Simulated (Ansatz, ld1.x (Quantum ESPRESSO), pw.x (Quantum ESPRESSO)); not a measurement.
What a changed setting does to a pw.x run (diamond N)

Potential: PAW, ld1.x (Quantum ESPRESSO) 7.5, LDA (PW92); core [He], reference 2s2 2p3; waves: 2s (bound): rcut 0.95, rcutus 1.05 bohr; 2s channel at -0.7 Ry: rcut 0.95, rcutus 1.05 bohr; 2p (bound): rcut 1.55, rcutus 1.95 bohr; 2p channel at 0.3 Ry: rcut 1.55, rcutus 1.95 bohr; 3d channel at 0.45 Ry: rcut 1.75, rcutus 2.20 bohr; local part: all-electron potential smoothed inside 1.40 bohr (lloc = -2); core correction: Bessel-smoothed model core inside 0.65 bohr; augmentation: PSQ, inside the norm-conserving radii.

The reference run (k-mesh 11³, cutoffs 40/440 Ry, Fermi–Dirac 0.01 Ry, mixing_beta 0.4, conv_thr 1e-9, no spin) gives -1.03 GPa at 8.607 Å³/atom, where all-electron LAPW gives -1.25 GPa. This run, with its own iteration cap, changes degauss to 0.02.

```
&control
  calculation='scf', prefix='x', pseudo_dir='./', outdir='./tmp', tstress=.true., disk_io='none'
/
&system
  ibrav=0, nat=2, ntyp=1, ecutwfc=40, ecutrho=440, nbnd=12,
  occupations='smearing', smearing='fd', degauss=0.02
/
&electrons
  conv_thr=1e-09, mixing_beta=0.4, electron_maxstep=60
/
ATOMIC_SPECIES
N 1.0 N.UPF
CELL_PARAMETERS angstrom
  0.00000000 2.04935534 2.04935534
  2.04935534 0.00000000 2.04935534
  2.04935534 2.04935534 0.00000000
ATOMIC_POSITIONS crystal
N 0.0000 0.0000 0.0000
N 0.2500 0.2500 0.2500
K_POINTS automatic
11 11 11 0 0 0
```

```bash
pw.x < N.scf.in > N.scf.out
```

Q: How does the run end?

A: It converges in 7 iterations; the free energy moves by -40.7 meV/atom and the pressure by -0.19 GPa. In a metal, with Fermi–Dirac smearing, F lies below its zero-width value by a term in the square of the width.

```
Message from routine setup:
     using ibrav=0 with symmetry is DISCOURAGED, use correct ibrav instead
     lattice parameter (alat)  =       5.4769  a.u.
     unit-cell volume          =     116.1658 (a.u.)^3
     number of electrons       =        10.00
     number of Kohn-Sham states=           12
     kinetic-energy cutoff     =      40.0000  Ry
     charge density cutoff     =     440.0000  Ry
     scf convergence threshold =      1.0E-09
     Exchange-correlation= SLA  PW   NOGX NOGC
     number of k points=    56  Fermi-Dirac smearing, width (Ry)=  0.0200
     iteration #  1     ecut=    40.00 Ry     beta= 0.40
     total energy              =     -54.43185504 Ry
     estimated scf accuracy    <       0.01146505 Ry
     iteration #  2     ecut=    40.00 Ry     beta= 0.40
     total energy              =     -54.43095296 Ry
     estimated scf accuracy    <       0.00309300 Ry
     iteration #  3     ecut=    40.00 Ry     beta= 0.40
     total energy              =     -54.43104751 Ry
     estimated scf accuracy    <       0.00014523 Ry
     iteration #  4     ecut=    40.00 Ry     beta= 0.40
     total energy              =     -54.43105331 Ry
     estimated scf accuracy    <       0.00000019 Ry
     iteration #  5     ecut=    40.00 Ry     beta= 0.40
     total energy              =     -54.43105344 Ry
     estimated scf accuracy    <       0.00000012 Ry
     iteration #  6     ecut=    40.00 Ry     beta= 0.40
     total energy              =     -54.43105346 Ry
     estimated scf accuracy    <       0.00000001 Ry
     iteration #  7     ecut=    40.00 Ry     beta= 0.40
     the Fermi energy is     7.5120 ev
!    total energy              =     -54.43105347 Ry
     estimated scf accuracy    <          3.0E-10 Ry
     smearing contrib. (-TS)   =      -0.01613037 Ry
     The total energy is F=E-TS. E is the sum of the following terms:
     one-electron contribution =      -0.72204188 Ry
     hartree contribution      =       6.31789206 Ry
     xc contribution           =     -11.25322484 Ry
     ewald contribution        =     -34.77399342 Ry
     one-center paw contrib.   =     -13.98355501 Ry
     convergence has been achieved in   7 iterations
          total   stress  (Ry/bohr**3)                   (kbar)     P=      -12.15
     Message from routine punch:
     Nothing written, as per user request (disk_io='none')
```

The run took about 6 s on one core of a shared host (Neoverse-V1, 32 threads, 247 GiB, load 16).
